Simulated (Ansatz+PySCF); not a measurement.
Values are calculated unless marked as measured or tabulated.
## PySCF 2.14.0 run

```python
from pyscf import gto, scf

mol = gto.M(atom="""
O 0.000000 0.000000 -0.108490
H 0.000000 0.000000 0.867930
O 10.000000 0.000000 -0.108490
H 10.000000 0.000000 0.867930
""", basis='sto-3g', charge=0, spin=0)
mf = scf.RHF(mol)
mf.init_guess = '1e'
mf.kernel()
while True:  # follow internal instabilities
    mo, _, stable, _ = mf.stability(return_status=True)
    if stable: break
    mf.kernel(mf.make_rdm1(mo, mf.mo_occ))
print(mf.converged, mf.e_tot, mf.spin_square()[0])
```

The script is written out from the run's settings.

Output:

| Property | Result |
| --- | --- |
| Converged | yes |
| Total energy | -148.31078 hartree |
| Spin squared of the determinant | 0.000 |

Caution: an unrestricted determinant lies well below.
